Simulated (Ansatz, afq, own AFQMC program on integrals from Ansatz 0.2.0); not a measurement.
Two steps: Ansatz 0.2.0 writes the Fock matrix and Cholesky factors of the valence space, and afq projects on them the lowest state that overlaps trial and start.

```yaml
crystal:
  periodic: [false, false, false]
  atoms:
    - {symbol: B, position_ang: [0.000000, 0.000000, 1.657993]}
    - {symbol: Al, position_ang: [0.000000, 0.000000, -0.838007]}
    - {symbol: H, position_ang: [0.000000, 1.004980, 2.324629]}
    - {symbol: H, position_ang: [0.000000, -1.004980, 2.324629]}
basis:
  gaussian: {orbitals: cc-pVDZ}
magnetization: {spin_polarized: false}
correlation: {method: ccsd_t, electrons: outside_noble_gas, hamiltonian_folder: ham}
```

```sh
$ ansatz run in.yaml --threads 1 --pin off --events-out ev --progress --plain --max-ram 1382MiB
```

afq runs on the folder ham with

```
--method phaseless --trial cisd --walkers 70 --populations 1 --least-time 40 --time-step 0.005 --steps-per-block 50 --equilibration-blocks 28 --max-blocks 300 --target-error 0.00034 --factor-cut 1e-05 --seed 3231 --release-times 0.24,0.51,0.99,1.62,2.4 --release-step 0.03 --release-every 4 --taylor-order 6
```

Times are imaginary, in 1/Eh. The walk had a cap of 482 s.

Log:

```
orbitals 36  electrons 4 4  factors 266 of 401
reference energy -267.67546224 Eh
CCSD correlation -0.16319014 Eh in 12 cycles, weight of the determinant in the CISD state 0.8699
energy of the start -267.838652 Eh
 block  time / (1/Eh)  mean weight  energy / Eh
     1     0.250  1.0001  -267.836528
     2     0.500  0.9999  -267.836947
     3     0.750  1.0001  -267.837362
     4     1.000  0.9995  -267.839191
     5     1.250  0.9995  -267.839045
     7     1.750  0.9993  -267.840333
     9     2.250  0.9984  -267.842352
    11     2.750  1.0001  -267.843110
    21     5.250  1.0001  -267.845004
    31     7.750  1.0010  -267.841194
    41    10.250  1.0012  -267.842584
    51    12.750  1.0003  -267.842782
    61    15.250  1.0000  -267.842132
    71    17.750  0.9997  -267.841764
    81    20.250  1.0000  -267.843762
    91    22.750  1.0018  -267.843162
   101    25.250  0.9997  -267.843246
   111    27.750  1.0003  -267.842721
   121    30.250  1.0007  -267.842797
   131    32.750  1.0013  -267.849387
   136    34.000  1.0009  -267.849427
   141    35.250  1.0003  -267.848196
   151    37.750  1.0009  -267.844520
   161    40.250  1.0001  -267.847545
   171    42.750  0.9997  -267.848348
   181    45.250  0.9991  -267.845156
   191    47.750  0.9988  -267.838863
   201    50.250  1.0009  -267.841963
   211    52.750  0.9993  -267.844562
   221    55.250  1.0012  -267.840538
   231    57.750  1.0015  -267.847639
   236    59.000  1.0002  -267.843953
blocks merged  error / Eh  count
     1  0.000196  210
     2  0.000235  105
     4  0.000287  52
     8  0.000331  26
    16  0.000424  13
released: time / (1/Eh)  energy / Eh  error  mean overlap
  0.24  -267.843325  0.000440  1.0058
  0.51  -267.843422  0.000417  0.9994
  0.99  -267.843453  0.000343  1.0095
  1.62  -267.843639  0.000293  1.0187
  2.40  -267.843680  0.000339  1.0100
energy -267.843494 +/- 0.000331 Eh
(rows thinned)
```

The run passed its tests (sampling time, drift between the halves within three errors, error under three times the target), which doesn't prove that it has relaxed.

Against this walk (error 9.0 meV) on the same determinant: CCSD(T) 27.9 meV higher, CCSDT(Q) 3.3 meV lower (within the noise). The error is statistical and leaves out the bias of the constraint. Released to 2.40 1/Eh the energy moves by -5 ± 13 meV (both errors), within twice the noise.

Cautions: constraint bias not in the error; higher spins were not checked; restricted determinant unstable towards unrestricted (UHF 90 meV lower, ⟨S²⟩ 0.50).

The walk took 110 s on 1 thread of Arm Neoverse V2, on a shared host. The log's last line is the phaseless energy.

CCSDT and higher add their correlation energy to the determinant of the CCSD(T) run, since their own runs factorise the integrals more tightly (a shift of under 2 meV). A walk keeps the symmetry of its determinant, which the program's search chose and which needn't be the lowest solution, so a lower state of the same spin and another symmetry isn't excluded.
